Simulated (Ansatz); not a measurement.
## Ansatz (development build ahead of 0.2.0) run

```yaml
crystal:
  periodic: [false, false, false]
  atoms:
    - { symbol: S, position_ang: [0.0, 0.0, 0.0791] }
    - { symbol: H, position_ang: [0.0, 0.0, -3.9542] }
basis:
  gaussian: { orbitals: pcseg-2 }
magnetization:
  spin_polarized: true
  initial_magnetization: 1
hamiltonian:
  xc: pbe0
```

The input is written out in the form of the current development build from the run's settings.

The run gave:

```yaml
Converged: yes
Total_energy: -398.48223 hartree
Spin_squared_of_the_determinant: 1.751
Stability_test: minimum
```

Caution: charge can spread falsely over distant fragments; the unrestricted determinant is a mixture of spin states.
